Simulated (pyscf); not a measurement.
Structures and frequencies: ωB97X-D3(BJ)/def2-SVP in PySCF. Correlated levels are frozen-core, on RHF or UHF. ΔMP2 is the change of the MP2 total energy from the triple- to the quadruple-zeta basis.

SMILES: FC=CF
```xyz
6

F      0.3634     0.2064     1.0269
C     -0.7953    -0.2540     0.5463
C     -1.2478     0.1523    -0.6350
F     -2.4066    -0.3080    -1.1156
H     -1.3138    -0.9680     1.1928
H     -0.7293     0.8663    -1.2814
```

Problem. List the bond dissociation enthalpies at 298 K of `[F][CH]=[CH][F]` from CCSD(T)/def2-TZVPP + ΔMP2(QZVPP), from the weakest bond up.

Solution. C–H to F–C•=CH–F + H•: 5.01 eV; C–F to F• + •HC=CH–F: 5.24 eV. Ring and multiple bonds, and those that leave no two simple radicals, are not listed. The radicals are drawn with the spin at the cut bond; how far it spreads was not checked. F–CH=CH–F lies 0.48 eV over its isomer H₂C=C(F)–F, and others may lie lower still (electronic energy, ωB97M-D3(BJ)). F–C•=CH–F lies 0.35 eV over its isomer •HC=C(F)–F, and others may lie lower still (electronic energy, ωB97M-D3(BJ)). Other isomers of •HC=CH–F were not searched in full and may lie lower. The CCSD(T) − MP2 part came from Ansatz, without density fitting, on the same reference. A UHF reference is spin-contaminated (<S²> up to 0.98), which harms MP2 most. Left out: the spin-orbit lowering of F.
